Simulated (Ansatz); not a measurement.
Relative stability

Two relaxed structures of SiH₂SO, closed shell (PBE0-D4/def2-TZVP; forces vanish, vibrations not checked).

A:

O1  (-1.014, -0.795, 1.299)
Si2  (1.153, 0.777, -0.700)
S3  (-0.470, -0.275, 0.029)
H4  (-1.295, -0.583, -1.005)
H5  (1.671, 0.844, 0.726)
(Å)

B:

```
5
angstrom
O -1.0672 -0.7625 0.8192
Si -2.2656 -1.5118 1.3497
S 1.1949 0.9333 -1.1838
H 0.3417 0.2776 -0.3718
H 2.0703 1.1528 -0.1921
```

Computed with Ansatz 0.2.0 (basis: def2-TZVPP); correlated methods freeze the cores. B3LYP uses VWN-RPA correlation.

Q: Which structure is lower at CCSD(T), and by how much? (An estimate is asked for; the value comes from the calculation.)

A: The calculation gives: B, by 70.72 kcal/mol (electronic energy, against the other). By their contacts, A is SiH₂SO ([O][SH][SiH]) and B is a complex of H₂S + SiO.

All methods give the same order:

```csv
method,E(B) − E(A) (kcal/mol)
PBE-D4,-53.03
r2SCAN-D4,-55.87
PBE0-D4,-57.10
B3LYP-D4,-63.95
wB97M-V,-68.76
HF,-77.46
MP2,-73.32
CCSD,-73.12
CCSD(T),-70.72
```

The T1 diagnostic stays at or below 0.029. The T1 diagnostic is large here, which may signal multireference character or strong orbital relaxation, so CCSD(T) is less sure.

Labels in which every atom is bracketed show which atoms are joined, not bond orders.

For scale, one of the runs: CCSD(T)/def2-TZVPP, 143 basis functions, launched by `ansatz run in.yaml --threads 2 --pin off --events-out ev --progress --plain --max-ram 4352MiB`. Time: 12 s of wall clock on 2 CPU threads of an Arm Neoverse V1; the host was shared. Peak host memory: 0.75 GiB.
